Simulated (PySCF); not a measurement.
Cartesian coordinates (Å):
```xyz
6

C     -0.4871    -0.0011    -0.0035
C      0.9705     0.0022     0.0069
N      2.1413     0.0047     0.0153
H     -0.8812    -0.3438     0.9739
H     -0.8678    -0.6799    -0.7924
H     -0.8758     1.0179    -0.2003
```
Charge 0, multiplicity 1.

Task: Estimate the total energy, HOMO–LUMO gap and HOMO that PBE-D3(BJ)/def2-TZVP // PBE-D3(BJ)/def2-SVP in PySCF returns for this input.

Result: 
```
Item                  Value
-------------  ------------
total energy   -132.6378 Ha
HOMO–LUMO gap       7.60 eV
HOMO               -8.01 eV
```
